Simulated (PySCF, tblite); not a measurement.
**C2H6N2: geometry, infrared bands, NMR shifts and spin-spin couplings**

Wanted: the infrared bands, NMR shifts and spin-spin couplings of C2H6N2 (`C=NNC`), by calculation.

Programs: tblite 0.8.0 and PySCF 2.14.0, with density-fitted response routines of our own. Each step states its level of theory. These are calculated values for one molecule in the gas phase, unless marked as measured. Atoms are numbered from 0 throughout.

### 1 Starting geometry

10 atoms, charge 0, multiplicity 1; geometry from: force field or distance geometry start.

Bonds of the start (Å): C0–N1 1.31, N1–N2 1.41, N2–C3 1.45, C0–H4 1.09, C0–H5 1.10, N2–H6 1.05, C3–H7 1.10, C3–H8 1.12, C3–H9 1.13.

### 2 Geometry optimisation with GFN2-xTB

Job settings and geometry (Å):

```
{"job": {"kind": "relax", "xc": "GFN2-xTB", "basis": "xTB"}, "charge": 0, "multiplicity": 1}
C      1.771000    -0.250900    -0.158700
N      0.931900     0.640200    -0.626100
N     -0.260300     0.770300     0.112300
C     -1.339600    -0.188600    -0.062300
H      2.725000    -0.432200    -0.642700
H      1.478600    -0.819100     0.735900
H     -0.427900     1.568600     0.771100
H     -1.222200    -0.773300    -0.984000
H     -1.301000    -0.826900     0.860100
H     -2.346600     0.316600    -0.028100
```

On the command line:

```sh
> OMP_NUM_THREADS=1 python probes_run.py task.json out
```

One launch serves the whole session: the jobs run in the order shown.

**Question.** This job is followed by: GFN2-xTB harmonic vibrations, gas phase; GIAO PBE0/pcSseg-1 NMR shielding, non-relativistic, gas phase; B3LYP/pcJ-1 indirect spin-spin coupling, non-relativistic, gas phase. Predict these results of the whole session: strongest single infrared mode (GFN2-xTB); zero-point energy (GFN2-xTB); 13C shifts against TMS (PBE0/pcSseg-1); 1H shifts against TMS (PBE0/pcSseg-1, means over atoms taken as alike); 15N shifts against NH3 (PBE0/pcSseg-1); largest coupling of the table (B3LYP/pcJ-1).

The runs gave:

```
                                                              quantity                       value
                             strongest single infrared mode (GFN2-xTB)        480 cm⁻¹, 110 km/mol
                                          zero-point energy (GFN2-xTB)               51.9 kcal/mol
                                13C shifts against TMS (PBE0/pcSseg-1)             115.1, 31.8 ppm
1H shifts against TMS (PBE0/pcSseg-1, means over atoms taken as alike)  6.17, 5.95, 5.22, 2.80 ppm
                                15N shifts against NH3 (PBE0/pcSseg-1)            401.8, 132.0 ppm
                           largest coupling of the table (B3LYP/pcJ-1)     1J(C,H) C0–H4, 193.9 Hz
```

The optimisation took 53 steps and gained 1.230 eV; among the close pairs (by a distance rule), N1–N2 changed most, from 1.408 to 1.332 Å. No mode is imaginary among the 24: a minimum at this level. The strongest single mode, at 480 cm⁻¹, moves mainly H6. Unscaled tight-binding wavenumbers are off by several per cent, some by more. Its intensities can rank the bands wrongly. At PBE0/pcSseg-1: The widest tensor belongs to N1: span 690 ppm, with a paramagnetic part of -455 ppm. In the run at B3LYP/pcJ-1, the largest coupling of the table is C0–H4, 193.9 Hz, of which the Fermi-contact term gives 192.8 Hz. Couplings across rotatable bonds belong to this one conformer; where others are populated, the observed values are averages.
